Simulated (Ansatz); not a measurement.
## Relaxing Ta₃Cu

The calculation used DFT PBE, scalar-relativistic, plane waves, PAW (Ansatz 0.2.0).

The start is a database structure of Ta₃Cu, space group I4/mmm (No. 139).

Input of the last, converged step (default PAW datasets):

```yaml
crystal:
  lattice:
    - [-2.006507, 2.006507, 4.20817]
    - [2.006507, -2.006507, 4.20817]
    - [2.006507, 2.006507, -4.20817]
  atoms:
    - { symbol: Ta, position: [0.75, 0.25, 0.5] }
    - { symbol: Ta, position: [0.25, 0.75, 0.5] }
    - { symbol: Ta, position: [0.5, 0.5, 0.0] }
    - { symbol: Cu, position: [0.0, 0.0, 0.0] }
basis:
  ecutwfc: 420
kpoints:
  mp_grid: { grid: [16, 16, 16] }
hamiltonian:
  xc: pbe
scf:
  occupations: { method: gaussian, width: 0.1 }
output:
  forces: true
  stress: true
  eigenvalues: true
relax:
  adjacent_minimum: "off"
  f_tol: 0.01
  max_steps: 80
  cell: { stress_tol: 0.05 }
```

Launched as:

```bash
ansatz run input.yaml --threads 1 --pin off --max-ram 2560MiB --backend cpu --events-out ev --progress --plain --runs-dir out
```

It took 4.5 min on 1 thread of Intel(R) Xeon(R) Platinum 8259CL CPU @ 2.50GHz (Skylake/Cascade Lake), on a shared host, peak memory 0.9 GiB.

The program printed at the end:

```
SCF converged after 8 iterations
Free energy (F): -36421.305488 eV
Harris-Foulkes:  -36421.305488 eV  (|F-HF|=7.28e-12)
Internal energy: -36421.286583 eV  (E = F + TS)
E sigma→0 (E₀):  -36421.296035 eV
Entropy (-TS):   -0.018904 eV (-4.726 meV/atom)
Fermi energy:    18.050952 eV
--- Per-component energies (eV) ---
  E_band       = -694.331196
  E_kinetic    = 1394.621401
  E_local      = -6469.651213  (includes V_loc(G=0)·N_el)
  E_nonlocal   = 426.819643
  E_hartree    = 2730.207799
  E_xc         = -744.694402
  E_vxc        = -727.381818  (∫ρ·V_xc dr)
  E_paw        = -26846.384705  (= ΣΔE_a)
  E_vpaw       = -779.155573  (= ΣTr[D̂ρ^β])
  E_aug_tail   = 0.000769  (compensation charges beyond the density's cutoff)
  E_ewald      = -6912.205875
  E_smearing   = -0.018904  (= −TS)
  E_closure    = 0.000000  (closes the sum)
  Σ components = -36421.305488   (vs F -36421.305488, Δ=0.00e0)
--- Forces (eV/Å), atoms counted from 1 ---
  atom   1  Ta     0.00000000     0.00000000     0.00000000
  atom   2  Ta     0.00000000     0.00000000     0.00000000
  atom   3  Ta     0.00000000     0.00000000     0.00000000
  atom   4  Cu     0.00000000     0.00000000     0.00000000
  max |Σ_I F_I| component: 1.73e-18 eV/Å
--- Stress (GPa, compression-positive) ---
       -0.002261       0.000000       0.000000
        0.000000      -0.002261       0.000000
        0.000000       0.000000      -0.020029
  P = ⅓ Tr σ = -0.0082 GPa (-0.082 kbar)
--- Relaxed structure (4 steps of the walk, 3 accepted, 1 SCFs on fresh bases) ---
  F+E_penalty+E_count = -36421.30548763 eV   max|allowed force component| = 6.939e-18 eV/Å   (the final SCF, on the basis selected at the relaxed cell)
  cell:  # Å, volume = 67.9345 Å³
    - [-2.009842, 2.009842, 4.204422]
    - [2.009842, -2.009842, 4.204422]
    - [2.009842, 2.009842, -4.204422]
  atoms:
    - { symbol: Ta, position: [0.75, 0.250000, 0.5] }
    - { symbol: Ta, position: [0.250000, 0.75, 0.5] }
    - { symbol: Ta, position: [0.500000, 0.500000, 0.000000] }
    - { symbol: Cu, position: [0.000000, 0.000000, 0.000000] }
```

Absolute energies hang on the potentials; compare differences alone.

The result has space group I4/mmm (No. 139). Ta on Wyckoff site d (2 atoms of the primitive cell) has 8 Ta at 2.84–2.91 Å and 4 Cu at 2.91 Å; Ta on Wyckoff site b (1 atom of the primitive cell) has 4 Cu at 2.84 Å and 8 Ta at 2.91 Å; around Cu lie 12 Ta at 2.84–2.91 Å.

Against the elements it lies at 0.16 eV/atom. Formation energies are uncorrected and refer to the elements' standard structures at the same level.

The k mesh leaves about 4 meV/atom of noise in metals. Spin–orbit coupling is left out.

Symmetry constrained the relaxation, so the result can be a saddle point.